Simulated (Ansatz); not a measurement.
NH⁻, quartet: the ladder up to full CI

Geometry: a PBE0/def2-TZVPD stationary point for this spin. The doublet lies 0.8 eV lower here.

```xyz
2

N     0.0000    0.0000    0.0000
H     0.0000    0.0000    1.0736
```

Basis 6-31++G** (Cartesian d functions); Ansatz 0.2.0. Only valence electrons are correlated (noble-gas cores frozen), which leaves 7 electrons in 24 orbitals. Prefix R: restricted or restricted open-shell reference; prefix U: unrestricted. Active spaces: valence = (7e, 5o) chosen from the atoms' valence shells. This anion state lies near or above the neutral species, so the extra electron is weakly bound or unbound and the energies hang on the diffuse functions.

Full CI is exact within this basis and frozen core; it isn't the basis-set limit. The frozen core follows each run's orbitals, which can shift R against U totals by a few meV.

For open shells CISD and CISDTQ are restricted-active-space CI with the open shells as a complete middle space.

The UHF ⟨S²⟩ is 3.766. The T1 diagnostic (RCCSD) is 0.0212, the largest doubles amplitude (RCCSD) is 0.049 and the T1 diagnostic (UCCSD) is 0.0156.

| level | E − E(full CI) (kcal/mol) | share of correlation (%) | wall time |
| --- | --- | --- | --- |
| RHF | 88.50 | 0.00 | – |
| UHF | 83.94 | 5.16 | – |
| RMP2 | 14.26 | 83.89 | – |
| UMP2 | 14.27 | 83.87 | – |
| CISD | 3.76 | 95.76 | 0.78 s |
| RCCSD | 1.74 | 98.03 | – |
| UCCSD | 1.67 | 98.12 | – |
| RCCSD(T) | 0.35 | 99.60 | 0.6 s |
| UCCSD(T) | 0.31 | 99.65 | 0.72 s |
| BCCD(T) | 0.35 | 99.60 | 0.45 s |
| RCCSDT | 0.09 | 99.90 | – |
| UCCSDT | 0.05 | 99.94 | – |
| CISDTQ | 0.04 | 99.95 | 25 s |
| RCCSDT(Q) | 0.00 | 100.00 | 2.4 s |
| UCCSDT(Q) | -0.04 | 100.04 | 2.2 s |
| CASSCF (valence space) | 88.50 | 0.00 | – |
| NEVPT2 (valence space) | 21.68 | 75.50 | 0.18 s |
| MRCISD (valence space) | 4.14 | 95.32 | – |
| MRCISD+Q (valence space) | -0.29 | 100.33 | 0.42 s |

The correlation energy at full CI, counted from RHF, is -3.838 eV. That run took 32 s on 1 thread of INTEL XEON PLATINUM 8581C, shared host over 2,943,076 determinants.

Times hold each run's SCF and search for its determinant on a shared host, so for small cases they say little of a method's own cost; they ran on 1 thread of INTEL XEON PLATINUM 8581C. Some runs computed forces too.

Not variational, and here over 5 meV under the exact energy: MRCISD+Q (valence space).

The full-CI state has the irrep A2 of C2v, in the program's axes (one component, if the state is degenerate).

Natural occupations of full CI about the gap: 1.968 1.953 0.995 0.992 0.992 0.034 0.016 0.009 0.009 0.006; effectively unpaired electrons, Σ n²(2−n)², 3.02.
